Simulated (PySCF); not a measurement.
# NOH2: doublet, from a trigonal pyramidal start

Where does doublet NOH2 go from a trigonal pyramidal start, is the end point a minimum, and what are its modes, charges and moments?

Computed with PySCF 2.14.0. Level: PBE0, basis N def2-TZVP, O def2-TZVP, H def2-TZVP, no relativity, density fitting.

### 1 Where the work starts

4 atoms, charge 0, spin multiplicity 2.

Bond lengths: N1–O2 1.170 Å, N1–H3 1.030 Å, N1–H4 1.030 Å. Angles: O2–N1–H3 99.7°, O2–N1–H4 99.8°, H3–N1–H4 99.7°.

```xyz
4
charge 0 multiplicity 2
N     0.0000   -0.5750    0.0000
O     0.0820    0.5921    0.0000
H    -0.6511   -0.7040   -0.7876
H    -0.6511   -0.7041    0.7876
```

### 2 Finding the electronic state

One driver script runs all steps and calls PySCF; scf.py shows how it sets up the SCF of each step. The optimiser is the driver's own. After this first run the driver tries any further starts and a stability analysis.

Input file scf.py:

```python
from pyscf import gto, scf, dft
mol = gto.M(atom='''
N      0.000000    -0.574980     0.000000
O      0.082050     0.592100    -0.000000
H     -0.651120    -0.704050    -0.787560
H     -0.651140    -0.704070     0.787580''',
    basis={'N': 'def2-TZVP', 'O': 'def2-TZVP', 'H': 'def2-TZVP'},
    charge=0, spin=1)
mf = dft.UKS(mol, xc='PBE0')
mf.grids.atom_grid = (50, 194)
aux = {'N': 'def2-universal-JKFIT', 'O': 'def2-universal-JKFIT', 'H': 'def2-universal-JKFIT'}
mf = mf.density_fit(auxbasis=aux)
mf.conv_tol = 1e-08
mf.diis_space = 10
mf.max_cycle = 60
mf.init_guess = 'minao'
mf.verbose = 4
mf.kernel()
```

Launch:

```sh
$ OMP_NUM_THREADS=2 python axn.py task.json out
```

The runs that follow: Relaxation: trigonal pyramidal start, doublet; Frequencies.

Q: Predict the outcome of this session. Wanted: minimum; geometry; wavenumbers; dipole moment; highest occupied, lowest empty level; polar-tensor charge of N1; zero-point energy; atomisation energy; ⟨S²⟩.

**Answer**, as computed:

```
                                          quantity                                                              value
                                           minimum                                                        doublet, Cs
                                          geometry     N–H 1.015 Å (×2), N–O 1.263 Å; H–N–H 118.9°, H–N–O 119.7° (×2)
                                wavenumbers (cm⁻¹)  270 (a'), 1284 (a''), 1439 (a'), 1678 (a'), 3443 (a'), 3572 (a'')
                                     dipole moment                                                             3.06 D
highest occupied, lowest empty level (either spin)                                                    -6.47, -1.34 eV
                         polar-tensor charge of N1                                                            -0.04 e
                                 zero-point energy                                                        69.9 kJ/mol
                               entropy at 298.15 K                                                    237.8 J/(mol K)
         atomisation energy (no zero-point energy)                                                        1161 kJ/mol
                                              ⟨S²⟩                                                              0.755
```

The molecule stays Cs, as typed, and the end point is a minimum. In the infrared the band at 270 cm⁻¹ (a', bend) leads. Most of the spin sits on O2 (Mulliken spin 0.61, against 1 for the whole molecule). Other starts or spin states, not run here, may lie lower.
